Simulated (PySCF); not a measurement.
Cl₂, optimised at PBE0/def2-TZVP:

```xyz
2

Cl     0.0039    -0.7307     0.6698
Cl    -0.0039     0.7307    -0.6698
```

Computed with PySCF (xtb for GFN2) and rigid-rotor harmonic-oscillator thermochemistry at 1 bar. 6-31G* has spherical d functions here. All species are closed-shell singlets. B3LYP is the form with VWN-RPA correlation.

List the harmonic frequencies (cm⁻¹, unscaled) at this level and at the other levels, each on its own geometry.


- PBE0/def2-TZVP: 575
- B3LYP/6-31G*: 515
- GFN2-xTB: 507
- HF/6-31G*: 589
- PBE/def2-SVP: 487
